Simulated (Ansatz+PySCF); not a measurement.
A calculation with PySCF 2.14.0.

```python
from pyscf import gto, scf, cc

mol = gto.M(atom="""
O 0.000000 0.000000 -0.108490
H 0.000000 0.000000 0.867930
""", basis='def2-svp', charge=0, spin=1)
mf = scf.UHF(mol)
mf.kernel()
mycc = cc.CCSD(mf, frozen=1).run()
et = mycc.ccsd_t()
print(mf.e_tot, mycc.e_corr, et, mycc.e_tot + et)
```

The script is written out from the run's settings.

Output:

```yaml
Converged: yes
Reference_energy: -75.32488 hartree
CCSD_correlation_energy: -0.16354 hartree
Triples_correction: -0.00177 hartree
Total_energy: -75.49019 hartree
```
